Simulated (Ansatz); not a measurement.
A made-up structure of SiNH₂ (charge +1), singlet:

```xyz
4
angstrom
N -0.2229 0.4215 -0.4162
Si 0.3042 -0.5759 0.5700
H 0.8008 -1.5177 1.5096
H -0.5795 1.0981 -1.0910
```

It is relaxed with PBE-D4/def2-SVP and then PBE0-D4/def2-TZVP (Ansatz 0.2.0). Atoms count as bonded within 1.22 times the sum of their covalent radii (H–H: 0.88 Å). The end point is not checked to be a true minimum.

(1) Does its bonding change? (Judge from chemistry; the calculation decides.)

Results:

(1) Computed: No: no bond forms or breaks.

Where it ends: The first stage lowers the energy by 0.08 eV in 14 steps. It ends as SiNH₂ ([NH][SiH]), total charge +1:
| atom | x (Å) | y (Å) | z (Å) |
| --- | --- | --- | --- |
| N1 | -0.2278 | 0.4315 | -0.4282 |
| Si2 | 0.2976 | -0.5639 | 0.5610 |
| H3 | 0.8134 | -1.5412 | 1.5318 |
| H4 | -0.5805 | 1.0997 | -1.0921 |

Labels in which every atom is bracketed show which atoms are joined, not bond orders.

For scale, one of the runs: PBE0-D4/def2-TZVP relaxation, 80 basis functions, launched by `ansatz run in.yaml --threads 2 --pin off --events-out ev --progress --plain --max-ram 4352MiB`. The run took about 7 s on 2 CPU threads of an Arm Neoverse V1 (shared host).
